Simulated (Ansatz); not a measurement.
# SiH₃O (doublet): wave-function methods side by side at distance O1–H3 along a hydrogen transfer = 1.167 Å, cc-pVDZ

Aim: climb from Hartree-Fock through coupled cluster and multireference methods for SiH₃O (doublet) at one geometry and basis, and see what each rung misses.

Method: cc-pVDZ, core rule «outside noble gas», up to 6 orbitals frozen; program: Ansatz 0.2.0, Gaussian basis.

The runs, in order: UHF; CCSD(T) on ROHF; CCSD(T) on UHF; BCCD(T) on ROHF; CISD; CCSDT(Q) on ROHF; CCSDT(Q) on UHF; CASSCF and MRCISD+Q, 3 electrons in 3 orbitals; CASSCF and NEVPT2, 3 electrons in 3 orbitals.

8 further runs of the same task are left out: 1 for a mislabelled method, 5 that didn't finish, 2 set aside as unsound or not needed.

### Step 1. The geometry

The geometry derives from fragments relaxed apart (PBE0/def2-TZVP) and kept rigid, so it is no stationary point. A hydrogen atom is moved between rigid fragments.

5 atoms, charge 0, spin multiplicity 2.

Atoms are counted from 1 here; the program's logs count them from 0.

Bond lengths: O1–H2 0.960 Å, O1–H3 1.167 Å, H3–Si4 1.596 Å, Si4–H5 1.532 Å. Angles: H2–O1–H3 105.1°, O1–H3–Si4 180.0°, H3–Si4–H5 105.0°.

### Step 2. UHF

The input, in.yaml:

```yaml
crystal:
  periodic: [false, false, false]
  atoms:
    - {symbol: O, position_ang: [-1.734493, 0.011831, 0.000000]}
    - {symbol: H, position_ang: [-1.983802, 0.938406, 0.000000]}
    - {symbol: H, position_ang: [-0.567493, 0.011831, 0.000000]}
    - {symbol: Si, position_ang: [1.028507, 0.011831, 0.000000]}
    - {symbol: H, position_ang: [1.424942, -1.467683, 0.000000]}
basis:
  gaussian: {orbitals: cc-pVDZ}
magnetization: {spin_polarized: true, initial_magnetization: 1}
hamiltonian: {xc: hf}
output: {orbitals: {seedname: orbitals}}
```

Run with:

```
ansatz run in.yaml --threads 1 --pin off --events-out ev --progress --plain --max-ram 2393MiB
```

Further steps of the session: CCSD(T) on ROHF; CCSD(T) on UHF; BCCD(T) on ROHF; CISD; CCSDT(Q) on ROHF; CCSDT(Q) on UHF; CASSCF and MRCISD+Q, 3 electrons in 3 orbitals; CASSCF and NEVPT2, 3 electrons in 3 orbitals.

**Question.** What will the summary of the whole plan be? Wanted: UCCSDT(Q) below the RHF energy; RMP2 from UCCSDT(Q); UMP2 from UCCSDT(Q); RCCSD from UCCSDT(Q); RCCSD(T) from UCCSDT(Q); UCCSD(T) from UCCSDT(Q); RCCSDT(Q) from UCCSDT(Q); NEVPT2 pair from UCCSDT(Q); MRCISD+Q pair from UCCSDT(Q).

The runs gave:

| quantity | value |
| --- | --- |
| UCCSDT(Q) below the RHF energy | -9.1037 eV |
| RMP2 from UCCSDT(Q) | +24.27 kcal/mol |
| UMP2 from UCCSDT(Q) | +27.28 kcal/mol |
| RCCSD from UCCSDT(Q) | +6.21 kcal/mol |
| RCCSD(T) from UCCSDT(Q) | +1.23 kcal/mol |
| UCCSD(T) from UCCSDT(Q) | +1.28 kcal/mol |
| RCCSDT(Q) from UCCSDT(Q) | +0.05 kcal/mol |
| NEVPT2 pair from UCCSDT(Q) | +26.56 kcal/mol |
| MRCISD+Q pair from UCCSDT(Q) | +3.47 kcal/mol |
| levels within 1 kcal/mol (43 meV) | RCCSDT, UCCSDT, RCCSDT(Q) |
| T1 diagnostic | 0.024 |

**Reading.** RCCSD(T) lands +1.23 kcal/mol from the yardstick (0.6 % of the correlation energy). Of the multireference levels listed MRCISD+Q pair comes nearest in total energy (+3.47 kcal/mol), which doesn't show that its space is the better one. Coupled cluster took another determinant than the lowest Hartree-Fock one. These misses are within one basis, not against nature; the frozen cores of restricted and unrestricted runs differ, which can shift their rows.
